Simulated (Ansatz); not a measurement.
How far each method lies from UCCSDT(Q) for H2Ge–N, sextet

Geometry: that of the H2Ge–N, quartet, kept fixed. The quartet lies 5.9 eV lower here.

```xyz
4

Ge   -0.0346    0.0000    0.2958
N     0.0724    0.0000   -1.6458
H     0.7424   -1.2582    0.7751
H     0.7424    1.2582    0.7751
```

Basis cc-pVDZ; Ansatz 0.2.0. Correlated methods freeze the noble-gas cores and the filled d shells of p-block atoms, which leaves 11 electrons in 36 orbitals. Prefix R: restricted or restricted open-shell reference; prefix U: unrestricted. Active spaces: valence = (11e, 10o) chosen from the atoms' valence shells. No spin–orbit coupling is included, and no scalar relativity.

Full CI isn't at hand for all of this; UCCSDT(Q) serves as the reference, and is uncertain by about the last step of the cluster series. The frozen core follows each run's orbitals, which can shift R against U totals by a few meV for light atoms and by up to 0.1 eV past Ca.

```
UHF ⟨S²⟩                          : 8.759
T1 diagnostic (RCCSD)             : 0.0234
largest doubles amplitude (RCCSD) : 0.039
T1 diagnostic (UCCSD)             : 0.0197
```

Q: From what is known of these methods and the diagnostics, rank them by the size of their error in total energy against UCCSDT(Q) in cc-pVDZ, smallest first (an estimate: the text doesn't fix the numbers).
A. UHF
B. UCCSD
C. UMP2
D. UCCSDT
E. UCCSD(T)

A: D (0.10 kcal/mol), E (0.73 kcal/mol), B (3.25 kcal/mol), C (26.38 kcal/mol), A (122.13 kcal/mol).

All errors are against UCCSDT(Q) in cc-pVDZ. Within each family the higher level lies nearer, as is usual though not guaranteed.

Natural occupations of CASSCF (valence space) about the gap: 1.961 1.005 1.002 1.001 1.000 0.998 0.033 0.026; effectively unpaired electrons, Σ n²(2−n)², 5.01.
